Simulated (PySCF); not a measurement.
ozone (O3), SMILES [O-][O+]=O. Atoms are numbered in the order given.

```xyz
3

O      0.0000     1.0634     0.2113
O      0.0000     0.0000    -0.4227
O      0.0000    -1.0634     0.2113
```

Coordinates come from a PBE0-D3(BJ)/def2-TZVP optimisation. The molecule may have multireference character, which single-reference levels describe poorly.

Method: TDDFT-B3LYP/def2-TZVPD run with PySCF 2.14.0.

Vertical excitations. Isolated molecule, no solvent. State labels are in the subgroup C2v.

Task: Estimate the UV-visible absorptions. (Estimate from the structure and the level; the computed values follow.)

Result: 
```tsv
state	symmetry	energy (eV)	λ (nm)	f	main pairs
S1	B1	2.22	559	0.000	HOMO→LUMO 101 %
S2	A2	2.49	497	0.000	HOMO−1→LUMO 100 %
S3	B2	5.54	224	0.126	HOMO−2→LUMO 97 %
S4	A1	9.29	133	0.002	HOMO→LUMO+1 88 %
S5	A1	9.34	133	0.024	HOMO→LUMO+2 78 %
S6	B1	9.38	132	0.002	HOMO−4→LUMO 99 %
S7	A2	9.51	130	0.000	HOMO−3→LUMO 96 %
S8	B2	9.53	130	0.018	HOMO−1→LUMO+1 48 %, HOMO→LUMO+3 46 %
S9	B2	9.73	127	0.010	HOMO−1→LUMO+1 42 %, HOMO−1→LUMO+2 27 %, HOMO→LUMO+3 22 %
S10	B1	10.07	123	0.011	HOMO→LUMO+4 99 %
T1	B1	1.40	886	0	HOMO→LUMO 100 %
T2	B2	1.64	758	0	HOMO−2→LUMO 99 %
T3	A2	1.81	683	0	HOMO−1→LUMO 100 %
T4	A1	8.03	154	0	HOMO−5→LUMO 99 %
```
Triplets are in the Tamm–Dancoff approximation, which puts them higher than full response would, so one can lie above its singlet here.
